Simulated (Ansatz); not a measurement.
C₃H₃O (`C#CC[O]`) radical, relaxed with UKS PBE-D4/def2-SVP in Ansatz from a rough embedded geometry. The force threshold is 0.03 eV/Å; the program also tests the step.

Charge 0, multiplicity 2.

Start:

```xyz
7

C    -0.891    1.311    0.432
C    -0.290    0.393    0.126
C     0.498   -0.761   -0.277
O     0.132   -1.211   -1.415
H    -1.516    2.201    0.732
H     1.570   -0.445   -0.191
H     0.497   -1.488    0.593
```

(1) By how much does the energy fall, and how many steps does the optimiser take? (Best estimate.)

(2) Which bonds change most? (Estimate.)

(3) Give the relaxed structure. (Best estimate.)

Results:

(1) Computed: 69.29 kJ/mol, in 5 steps.

(2) Computed: C1–C2 from 1.138 to 1.223 Å; C3–O4 from 1.277 to 1.343 Å; C1–H5 from 1.128 to 1.082 Å; C2–C3 from 1.455 to 1.474 Å.

(3) Ansatz gave: 
```xyz
7

C    -0.955    1.401    0.478
C    -0.297    0.425    0.145
C     0.499   -0.745   -0.269
O     0.222   -1.341   -1.441
H    -1.547    2.258    0.769
H     1.599   -0.477   -0.238
H     0.479   -1.521    0.556
```
